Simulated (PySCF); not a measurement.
# Ways to converge the SCF of NaO

Do solver options change the result for NaO, or only the number of cycles?

Method: method and basis as typed in the scripts; program: PySCF 2.14.0.

3 further runs of the same task are left out: 3 that didn't finish.

## 1. Starting geometry

NaO: 2 atoms, charge 0, spin multiplicity 2.

Bond lengths: Na1–O2 2.023 Å.

## 2. The run that the others are compared with

Contents of input.py:

```python
from pyscf import gto, scf, cc

mol = gto.M(
    atom='Na 0 0 0; O 0 0 2.023',
    basis='minao',
    charge=0,
    spin=1,
    verbose=3,
)
mf = scf.ROHF(mol)
mf.kernel()
mycc = cc.CCSD(mf)
mycc.kernel()
mf.dip_moment()
print('orbital energies (hartree):', mf.mo_energy[..., max(0, mol.nelec[1]-3):mol.nelec[0]+3].round(4))
```

Run with:

```bash
$ OMP_NUM_THREADS=1 python input.py
```

Its log is not repeated here.

In short: E(SCF) = -236.603420 Eh, E(CCSD) − E(SCF) = -0.03784 Eh, μ = 6.55 D (of the SCF density).

The bond length is a typed value, not an optimised one.

## 3. Point-group symmetry on

Run 1 changes point-group symmetry: off → on.

Contents of input.py:

```python
from pyscf import gto, scf, cc

mol = gto.M(
    atom='Na 0 0 0; O 0 0 2.023',
    basis='minao',
    charge=0,
    spin=1,
    symmetry=True,
    verbose=3,
)
mf = scf.ROHF(mol)
mf.kernel()
mycc = cc.CCSD(mf)
mycc.kernel()
mf.dip_moment()
print('orbital energies (hartree):', mf.mo_energy[..., max(0, mol.nelec[1]-3):mol.nelec[0]+3].round(4))
```

Run with:

```bash
$ OMP_NUM_THREADS=1 python input.py
```

## 4. Smearing width 0.005 hartree

Run 2 changes smearing width: none → 0.005 hartree; step after the SCF: ccsd → none.

Edit input.py of step 2 so:

```diff
@@ -1,2 +1,2 @@
-from pyscf import gto, scf, cc
+from pyscf import gto, scf
 
@@ -10,5 +10,4 @@
 mf = scf.ROHF(mol)
+mf = scf.addons.smearing_(mf, sigma=0.005, method='fermi')
 mf.kernel()
-mycc = cc.CCSD(mf)
-mycc.kernel()
 mf.dip_moment()
```

## 5. Initial guess sap

Run 3 changes initial guess: minao → sap.

Edit input.py of step 2 so:

```diff
@@ -10,2 +10,3 @@
 mf = scf.ROHF(mol)
+mf.init_guess = 'sap'
 mf.kernel()
```

**Question.** What will these runs give? Wanted: for each run, E(SCF); from base; SCF dipole; after the SCF.

**Answer**, as computed:

```csv
run,E(SCF) (hartree),from base (eV),SCF dipole (D),after the SCF
base,-236.603420,0,6.55,CCSD correlation -1.030 eV
point-group symmetry on,-236.571122,+0.8789,7.90,CCSD correlation -0.196 eV
smearing width 0.005 hartree (poor choice),-236.325067,not comparable,6.55,n/a
initial guess sap,-236.603420,0.0000,6.55,CCSD correlation -1.030 eV
```

What this shows: The SCF energy stays the same, to the digits that matter, with initial guess sap. With point-group symmetry on the SCF ends in another solution, 0.88 eV higher: the path to self-consistency decides the state here. Rows marked «poor choice» come from settings spoiled on purpose.
